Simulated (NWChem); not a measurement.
P, quartet

Program: NWChem. Pople sets run with spherical d functions. Spin-unrestricted. No stability test was run on the SCF state.

For level UHF/STO-3G:

| Property | Value |
|---|---|
| highest occupied level (eV) | -6.65 |
| lowest empty minus highest occupied level, either spin (eV) | 15.76 |

### Question
What are these values for level UHF/6-311G**?

### Answer
The highest occupied level (eV) is -10.69 and the lowest empty minus highest occupied level, either spin (eV) comes out as 11.77.
